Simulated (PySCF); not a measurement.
SiH₂F₂, optimised at PBE0/def2-TZVP:

```xyz
5

Si    -0.0146     0.0073    -0.0199
F     -0.0159     0.6141    -1.4849
F     -0.0218    -1.5734    -0.1447
H      1.2299     0.4178     0.6556
H     -1.2521     0.4286     0.6621
```

Method: PySCF energies (xtb for GFN2) plus ideal-gas RRHO corrections (1 bar). 6-31G* has spherical d functions here. All species are closed-shell singlets. B3LYP is the form with VWN-RPA correlation.

**Question.** List the harmonic frequencies (cm⁻¹, unscaled) at this level and at the other levels, each on its own geometry.

**Answer.** 
- PBE0/def2-TZVP: 316, 709, 730, 871, 901, 981, 984, 2286, 2296
- B3LYP/6-31G*: 318, 726, 746, 873, 914, 997, 1035, 2312, 2321
- GFN2-xTB: 236, 540, 548, 720, 752, 839, 893, 2437, 2457
- HF/6-31G*: 343, 782, 811, 930, 981, 1084, 1092, 2480, 2481
- PBE/def2-SVP: 301, 683, 700, 835, 866, 937, 982, 2219, 2235
